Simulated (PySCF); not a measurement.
[PS2]+: one-bond stretch

Method: PBE0/[P def2-TZVP, S def2-TZVP], no relativity, density fitting, PySCF.

Rigid scan from the singlet minimum (P–S 1.835 Å (×2); S–P–S 180.0°). Coordinate: the bond from P to the last atom (S) scaled, the rest fixed. Energies in kJ/mol from the minimum.

**Question.** Predict the curve at 0.92, 0.96, 1.00, 1.05, 1.12, 1.20, 1.35, 1.55, 1.80, 2.20.

**Answer.** 
```csv
scale of one bond,E (kJ/mol),"dipole size (D, about the centre of mass)"
0.92,54.3,0.52
0.96,11.9,0.25
1.00,0.0,0.00
1.05,13.9,0.30
1.12,64.6,0.67
1.20,140.9,1.05
1.35,278.6,1.62
1.55,395.5,–
1.80,451.5,–
2.20,468.0,–
```

At long bonds a restricted determinant can lie too high, and another spin state can fall below this curve.
